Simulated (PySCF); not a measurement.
Structure problem from calculated spectra and properties.

Formula: C2H3B.

- UV, strongest line: among the 10 lowest singlet transitions: S7 at 8.20 eV (151 nm, f = 0.608) [TDDFT CAM-B3LYP/def2-SVPD]
- 1H NMR: chemical shifts (computed TMS as zero) by class: 6.82 (2 H), 5.91 (1 H) ppm [GIAO PBE0/pcSseg-1]
- Polarisability: 38.6 au [CAM-B3LYP/def2-SVPD]
- 13C NMR: chemical shifts (computed TMS as zero) by class: 148.9 (1 C), 98.9 (1 C) ppm [GIAO PBE0/pcSseg-1]
- Dipole: 0.97 D [CAM-B3LYP/def2-SVPD]
- Couplings: largest of the computed one-bond spin–spin couplings (means over like bonds): 13C–1H +266.3, 13C–13C +171.7, 11B–1H +147.6 (×2), 13C–11B +96.5 Hz [B3LYP/pcJ-1]
- Rotational structure: rotational constants A, B, C: 229.496, 8.891, 8.560 GHz [PBE0-D3(BJ)/def2-SVP]
- Triplet: lowest triplet excitation (Tamm–Dancoff): 3.52 eV [TDA CAM-B3LYP/def2-SVPD]

Electronic properties: PySCF, gas phase, density fitting. Levels stand in brackets. Isolated species at its PBE0-D3(BJ)/def2-SVP geometry, gas phase. NMR values are class means; diastereotopic atoms form classes of their own.

Task: What is the compound? Reason from the data.

Result: 2 carbons fall into 2 classes; from least to most shielded: carbon bonded to C and H (148.9 ppm), carbon bonded to B and C (98.9 ppm). Hydrogen classes from least to most shielded: 2 H on a boron bonded to C and 2 H (6.82 ppm), 1 H on a carbon bonded to C and H (5.91 ppm). The couplings run between: +266.3 Hz, carbon bonded to C and H and its hydrogen; +171.7 Hz, carbon bonded to B and C and carbon bonded to C and H; +147.6 Hz, boron bonded to C and 2 H and its hydrogen (with 1 like pair); +96.5 Hz, carbon bonded to B and C and boron bonded to C and 2 H. The optimised geometry has point group C2v and is an asymmetric top. Structure: BH2(CCH), `[H]B([H])C#C`. The assignments are read from this structure; whether some other isomer fits the data as well wasn't checked.
